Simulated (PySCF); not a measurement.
Level of theory: PBE-D3(BJ)/def2-TZVP // PBE0-D3(BJ)/def2-TZVP (PySCF). Isolated molecules, 0 K electronic values unless said otherwise. 

Reference species (SMILES): `[CH2]` (lower triplet) (neutral, multiplicity 3).

highest occupied spin orbital: -5.69 eV
dipole moment: 0.64 D

Changed species: `[CH]C#C` (lower triplet) (X = ethynyl, multiplicity 3; the reference has X = H, multiplicity 3).

Problem. Predict the effect on the highest occupied spin orbital and dipole moment.

Solution. the highest occupied spin orbital rises by 0.43 eV, to -5.26 eV; the dipole moment decreases by 0.50 D, to 0.14 D.
